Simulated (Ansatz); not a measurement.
Basis-set extrapolation for CH5BO, SMILES `BOC` (PBE0-D4/def2-TZVP geometry, frozen core, Ansatz 0.2.0). Multiplicity 1, RHF reference.

```tsv
	def2-TZVPP	def2-QZVPP
HF	-140.406413	-140.413625
MP2 correlation	-0.518622	-0.555453
CCSD(T) correlation	-0.567243	not run
```

Energies in hartree. Use E(X) = E(∞) + A·exp(−7.88·√X) for Hartree–Fock and E(X) = E(∞) + B·X^(−2.97) for correlation, with X = 3 and 4, and add CCSD(T) minus MP2 of the smaller set to the MP2 limit.

Question: What is the CCSD(T) energy at the basis-set limit?

Answer: HF limit: -140.413625 + (-0.007212) × 0.13774 = -140.41462. MP2 limit: -0.555453 + (-0.036831) × 0.74074 = -0.58274. Higher-order term: -0.567243 − (-0.518622) = -0.04862. Total: -141.04598 hartree, 45.4 kcal/mol below CCSD(T)/def2-TZVPP.
